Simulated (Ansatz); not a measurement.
**Isomers**

Structures of AlBH2Cl, doublet, relaxed at PBE0-D4/def2-TZVP (vibrations not checked; lower isomers may exist, and structures with a doubtful reference or unclear bonds are left out). Program: Ansatz 0.2.0. Basis: def2-TZVPP. Cores are frozen in the correlated methods; orbitals are unrestricted. B3LYP uses VWN-RPA correlation.

Q: Rank them by CCSD(T) energy, lowest first, and give each one's height above the lowest. Links in brackets join atoms within 1.22 times the sum of their covalent radii (1.1 for two metals). (Judge from chemistry; the value comes from the calculation.)
A.
a complex of AlBHCl ([AlH][B][Cl]) + H
```
5
angstrom
Al -0.5326 0.5996 -0.1169
B 0.6977 -0.0270 1.2535
Cl 1.5695 -1.0145 2.3226
H 3.7155 -3.3199 0.7142
H -1.0756 1.8552 -0.9003
```
B.
AlBH₂Cl ([BH][AlH][Cl])
```
5
angstrom
B -1.1335 -0.7288 0.0123
Al 0.6454 0.2521 0.1192
Cl 0.8082 1.9491 -1.1167
H -2.1723 -1.2973 -0.0531
H 1.8522 -0.1751 1.0383
```
C.
AlBH₂Cl ([BH2][Al][Cl])
```
5
angstrom
B -0.5771 0.6196 -0.5073
Al 0.5260 -0.5985 0.6537
Cl 1.9510 -2.0076 1.2409
H -1.6552 0.2204 -0.8324
H -0.2447 1.7661 -0.5550
```

A: By the calculation: C (0.000 eV), B (0.681 eV), A (4.645 eV). Heights count from the lowest.

Q: Do PBE-D4, r2SCAN-D4, PBE0-D4, B3LYP-D4, wB97M-V, HF, MP2 give the same order? (A judgement: the text doesn't fix the answer.)

A: Computed: All do.

The T1 diagnostic stays at or below 0.029. ⟨S²⟩ of the unrestricted Hartree–Fock references: 0.76 to 1.79 (a pure state has 0.75). The unrestricted reference is spin-contaminated, which hurts MP2 most.

For scale, one of the runs: CCSD(T)/def2-TZVPP, 143 basis functions, launched by `ansatz run in.yaml --threads 2 --pin off --events-out ev --progress --plain --max-ram 4352MiB`. The run took 57 s on 2 CPU threads of an Intel Xeon Platinum 8175M (shared host), with 1.7 GiB of host memory at its peak.
